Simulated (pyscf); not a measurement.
PySCF, gas phase, ωB97X-D3(BJ)/def2-SVP geometries. MP2 and CC: frozen core, UHF for open shells. ΔMP2 is the change of the MP2 total energy from the triple- to the quadruple-zeta basis.

Estimate the classical barrier height and the reaction energy of H₂C=CH–F → acetylene (HC≡CH) + hydrogen fluoride (HF) at MP2/def2-QZVPP. The step runs on the singlet surface, breaks C–H, C–F and forms F–H; take the reactant's lowest minimum found as zero.

ΔE‡ = 322.2 kJ/mol, ΔE = +98.3 kJ/mol. CCSD(T)/def2-TZVPP + ΔMP2(QZVPP) gives 327.5 kJ/mol and +111.0 kJ/mol. Zero-point energy shifts the barrier by -22.4 kJ/mol. It is an elimination, with an imaginary mode of 1816i cm⁻¹. On the product side the descent ends in a complex, 22.2 kJ/mol under the separated species and 212.3 kJ/mol under the saddle at ωB97X-D3(BJ)/def2-TZVP. The same reactants have a lower exit, to H₃C–C:–F [singlet] (barrier +286.0 kJ/mol at ωB97M-D3(BJ), against +322.6 kJ/mol here). This is the saddle that the search found; another between the same sides may lie lower. The CCSD(T) − MP2 part came from Ansatz, without density fitting, on the same reference.
